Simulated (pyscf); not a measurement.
# Four-centre exchange: Cl–GeH₂–Cl + H₂ -> Cl–GeH₂–Cl + H₂

Gas phase, singlet surface, charge 0. Bonds broken: Ge2–H4, H6–H7. Bonds formed: Ge2–H6, H4–H7. Single points on ωB97X-D3(BJ)/def2-SVP structures (PySCF, gas phase).

Transition state (Å):

```xyz
7

Cl     1.3091     1.6420    -0.5330
Ge     0.8214    -0.1730     0.5271
Cl     1.9507    -0.8639     2.2327
H     -0.9205    -0.7110     0.4246
H      1.1652    -1.2462    -0.5201
H     -0.1176     0.8227     1.6514
H     -0.7458     0.0870     1.1183
```

One imaginary mode, 2028i cm⁻¹; descent along it reached the two sides named.

```tsv
bond	change	reactant side (Å)	saddle	product side
Ge2–H4	breaks	1.525	1.826	3.5
H6–H7	breaks	0.758	1.104	2.9
Ge2–H6	forms	3.3	1.771	1.525
H4–H7	forms	2.9	1.072	0.760
```

Electronic energies relative to the separated reactants (eV):

```tsv
level	barrier	reaction energy	reverse barrier
ωB97X-D3(BJ)/def2-TZVP	3.37	0.00	3.37
PBE/def2-TZVP	2.97	0.00	2.97
r²SCAN/def2-TZVP	3.11	0.00	3.11
B3LYP-D3(BJ)/def2-TZVP	3.27	0.00	3.27
PBE0-D3(BJ)/def2-TZVP	3.11	0.00	3.11
M06-2X/def2-TZVP	3.34	0.00	3.34
ωB97M-D3(BJ)/def2-TZVP	3.34	0.00	3.34
HF/def2-TZVP	4.03	0.00	4.03
```

With ωB97M-D3(BJ)/def2-TZVP energies and thermal terms (ideal gas, 1 atm, RRHO with modes under 100 cm⁻¹ raised to 100, one conformer, R ln 2 for chiral ones without a mode under 150 cm⁻¹), in eV:

```csv
T (K),ΔH‡,ΔG‡,ΔH,ΔG
298,3.34,3.67,0.00,0.00
600,3.31,4.02,0.00,0.00
900,3.30,4.39,0.00,0.00
1200,3.31,4.75,0.00,0.00
```

At the saddle there is also a short Ge–H contact that neither side keeps. The same reactants have a lower exit, to Cl–GeH₃ + HCl (barrier +2.12 eV at ωB97M-D3(BJ)/def2-TZVP, against +3.34 eV here). This is the saddle that the search found; another between the same sides may lie lower. Elements up to Kr have no core potential and no relativistic terms here.
